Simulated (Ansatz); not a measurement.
Barrier height from FH + H to the transition structure FH2, without zero-point energy, on the benchmark's geometries as Psi4's copy of the set gives them.
Transition structure (charge 0, multiplicity 2):
```xyz
3

H      0.147    -1.128     0.000
F      0.000     0.330     0.000
H     -0.147    -1.845     0.000
```
Reactant (charge 0, multiplicity 1):
```xyz
2

F      0.000     0.000     0.000
H      0.915     0.000     0.000
```

Open shells are unrestricted; no spin–orbit coupling.

Cores are frozen in the correlated methods. CBS: X⁻³ extrapolation of the correlation energy, Hartree–Fock from the larger set.

Run with Ansatz (a quantum-chemistry and plane-wave program) with Gaussian orbitals. Each number belongs to the level named beside it.

PBE/def2-TZVPPD gives 24.68 kcal/mol for the barrier height.

Problem. Where do these levels fall relative to PBE: r2SCAN/def2-TZVPPD, PBE0/def2-TZVPPD, wB97M-V/def2-TZVPPD, B2PLYP/def2-TZVPPD, MP2/CBS(aug-cc-pVTZ, aug-cc-pVQZ), CCSD(T)/CBS(aug-cc-pVTZ, aug-cc-pVQZ).

Solution. r2SCAN/def2-TZVPPD -1.00; PBE0/def2-TZVPPD 3.30; wB97M-V/def2-TZVPPD 4.36; B2PLYP/def2-TZVPPD 4.99; MP2/CBS(aug-cc-pVTZ, aug-cc-pVQZ) 21.16; CCSD(T)/CBS(aug-cc-pVTZ, aug-cc-pVQZ) 9.09 kcal/mol. 5 of 6 lie above PBE; the widest gap is to MP2/CBS(aug-cc-pVTZ, aug-cc-pVQZ).

The set's own value is 33.4 kcal/mol (Zhao et al., J. Phys. Chem. A 109, 2012 (2005), HTBH38), an estimate for the real system.
